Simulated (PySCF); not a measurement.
These 2 structures share the formula C3H5NS. Method: PySCF 2.14.0, PBE0-D3(BJ)/def2-SVP geometry optimisation, gas phase. One conformer each; no zero-point energy, no entropy. No frequencies were run at this level. Point groups hold within 0.08 Å.

Question: Rank from lowest to highest electronic energy at this level (kcal/mol).
A. `[N:1]#[C:2][CH2:3][CH2:4][SH:5]` with C2–C3–C4–S5 -178°, C3–C4–S5–H -70°
B. `[H]/[N:1]=[CH:2]\[CH2:3][CH:4]=[S:5]` with N1–C2–C3–C4 -122°, C2–C3–C4–S5 122°

Answer: A (0.0), B (19.1).

As drawn, the lower has a C≡N group and an S–H bond, which the higher lacks; the higher has a C=N bond, an N–H bond and a C=S bond, which the lower lacks.

| SMILES | E (Eh) | E rel (kcal/mol) | dipole (D) | point group | A, B, C (MHz) |
| --- | --- | --- | --- | --- | --- |
| N#CCCS | -569.66066 | 0.0 | 2.87 | – | 25124, 1488, 1442 |
| [H]/N=C\CC=S | -569.63018 | 19.1 | 1.96 | C1 | 13381, 1745, 1661 |
